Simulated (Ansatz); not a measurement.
**NF₃ (singlet): wave-function methods side by side, cc-pVTZ**

How much of the correlation energy of NF₃ (singlet) does each wave-function method recover here?

Computed with Ansatz 0.2.0, Gaussian basis. Level: cc-pVTZ, core rule «outside noble gas», up to 4 orbitals frozen.

Plan: UHF; CCSD(T) on RHF; BCCD(T) on RHF; CISD; CCSDT(Q) on RHF; CASSCF and NEVPT2, 20 electrons in 13 orbitals.

18 further runs of the same task are left out: 1 that didn't finish, 17 set aside as unsound or not needed.

**1. The system**

The geometry is an MP2(full)/6-31G* stationary point (not a proven minimum).

4 atoms, charge 0, spin multiplicity 1.

Atoms are counted from 1 here; the program's logs count them from 0.

Bond lengths: N1–F2 1.383 Å, N1–F3 1.383 Å, N1–F4 1.383 Å. Angles: F2–N1–F3 101.6°, F2–N1–F4 101.6°, F3–N1–F4 101.6°.

As a file:

```csv
atom,x (Å),y (Å),z (Å)
N1,0.0000,0.0000,0.4950
F2,0.0000,1.2382,-0.1216
F3,1.0723,-0.6191,-0.1216
F4,-1.0723,-0.6191,-0.1216
```

**2. UHF**

in.yaml reads:

```yaml
crystal:
  periodic: [false, false, false]
  atoms:
    - {symbol: N, position_ang: [0.000000, 0.000000, 0.494981]}
    - {symbol: F, position_ang: [0.000000, 1.238218, -0.121643]}
    - {symbol: F, position_ang: [1.072328, -0.619109, -0.121643]}
    - {symbol: F, position_ang: [-1.072328, -0.619109, -0.121643]}
basis:
  gaussian: {orbitals: cc-pVTZ}
magnetization: {spin_polarized: true, initial_magnetization: 0}
hamiltonian: {xc: hf}
output: {orbitals: {seedname: orbitals}}
```

Started as:

```console
> ansatz run in.yaml --threads 1 --pin off --events-out ev --progress --plain --max-ram 3956MiB --backend cpu
```

Further steps of the session: CCSD(T) on RHF; BCCD(T) on RHF; CISD; CCSDT(Q) on RHF; CASSCF and NEVPT2, 20 electrons in 13 orbitals.

**Question.** What will the summary of the whole plan be? Wanted: RCCSDT(Q) below the RHF energy; RMP2 from RCCSDT(Q); RCCSD from RCCSDT(Q); RCCSD(T) from RCCSDT(Q); NEVPT2 valence from RCCSDT(Q); T1 diagnostic; effectively unpaired electrons.

**Answer**, as computed:

| quantity | value |
| --- | --- |
| RCCSDT(Q) below the RHF energy | -27.4913 eV |
| RMP2 from RCCSDT(Q) | +1082.6 meV |
| RCCSD from RCCSDT(Q) | +1057.6 meV |
| RCCSD(T) from RCCSDT(Q) | +66.6 meV |
| NEVPT2 valence from RCCSDT(Q) | +2138.4 meV |
| levels within 1 kcal/mol (43 meV) | none |
| T1 diagnostic | 0.015 |
| effectively unpaired electrons | 0.07 |

What this shows: RCCSD(T) misses by +66.6 meV, 0.2 % of the correlation energy. One determinant dominates. These misses are within one basis, not against nature.
